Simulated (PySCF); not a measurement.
Molecule: `C#CCCF`, C4H5F.

Numbering as in the mapped SMILES `[CH:1]#[C:2][CH2:3][CH2:4][F:5]` (H(Xn): hydrogen on atom n).

Geometry PBE0-D3(BJ)/def2-SVP throughout; GIAO in PySCF, gas phase, one conformer, non-relativistic; equivalent atoms averaged; functional PBE0.

Q: How do the absolute shieldings σ depend on the basis set? (ppm; last column core-seconds on shared hosts with different chips, so compare them loosely)

A: 
```tsv
basis set	functions	C1	C2	C4	C3	F5	H(C1)	H(C4)	H(C3)	core-s
STO-3G	30	168.5	173.2	175.8	213.0	447.9	30.28	30.38	31.04	2.8
6-31G	55	129.4	125.9	122.8	177.8	417.1	30.72	28.06	30.05	5.1
pcSseg-0	55	110.3	109.5	108.3	170.9	436.5	30.77	28.15	30.23	3.3
6-31G*	80	126.8	124.7	117.6	173.0	418.5	30.37	27.53	29.52	7
def2-SVP	95	123.3	119.2	116.6	173.7	422.4	29.84	27.22	29.02	8
cc-pVDZ	95	125.8	121.6	118.9	173.9	415.0	29.70	27.06	28.86	6
pcSseg-1	110	107.5	103.6	102.3	161.9	410.2	29.42	26.89	28.72	4.9
aug-cc-pVDZ	160	127.4	120.8	116.8	172.4	414.0	29.65	26.92	28.71	13
6-311+G(2d,p)	165	112.3	105.7	105.5	164.3	409.9	29.81	27.14	28.90	18
def2-TZVP	185	112.8	105.6	103.8	163.6	409.6	29.80	27.16	28.91	22
cc-pVTZ	220	113.2	107.0	105.3	164.6	409.5	29.67	26.98	28.72	19
IGLO-III	225	107.7	101.2	99.7	160.6	409.8	29.65	26.99	28.73	21
pcSseg-2	250	106.9	100.5	99.2	160.6	409.2	29.58	26.91	28.66	20
```

Q: Which nucleus moves most, in ppm?

A: C4 (sp3 CH2 bonded to F): from 99.2 ppm with pcSseg-2 to 175.8 ppm with STO-3G. The smallest spread is 1.35 ppm, at H(C1). Proton shifts span only some 12 ppm, so a few tenths of a ppm matter as much there as several ppm in carbon.

Q: Taking the largest basis, pcSseg-2 (250 functions), as the yardstick, rank the others by their worst heavy-atom deviation.

A: IGLO-III 0.8 ppm (225 functions), pcSseg-1 3.1 ppm (110 functions), def2-TZVP 5.9 ppm (185 functions), 6-311+G(2d,p) 6.2 ppm (165 functions), cc-pVTZ 6.5 ppm (220 functions), def2-SVP 18.7 ppm (95 functions), aug-cc-pVDZ 20.4 ppm (160 functions), cc-pVDZ 21.1 ppm (95 functions), 6-31G* 24.1 ppm (80 functions), 6-31G 25.4 ppm (55 functions), pcSseg-0 27.3 ppm (55 functions), STO-3G 76.5 ppm (30 functions).

A small basis that lands close on one nucleus may do so by chance; judge by the trend and by all nuclei.
